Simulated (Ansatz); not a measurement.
Input file:

```yaml
crystal:
  periodic: [false, false, false]
  atoms:
    - {symbol: Br, position_ang: [0.000000, 0.000000, 0.000000]}
    - {symbol: Be, position_ang: [0.000000, 0.000000, 6.151000]}
basis:
  gaussian: {orbitals: def2-SVP}
total_charge: 1
magnetization: {spin_polarized: false, initial_magnetization: 2}
correlation: {method: fic_mrcisd_q, electrons: outside_noble_gas}
```

```sh
$ ansatz run in.yaml --threads 1 --pin off --events-out ev --progress --plain --max-ram 2393MiB
```

Q: One thing in this input was set wrong on purpose, beside settings that are merely unusual. What is the gravest fault, and what does the program do?

A: Method needs an active space. How the run ends: refused.
```
Error: this correlation method needs an active space: name one as the reference
```
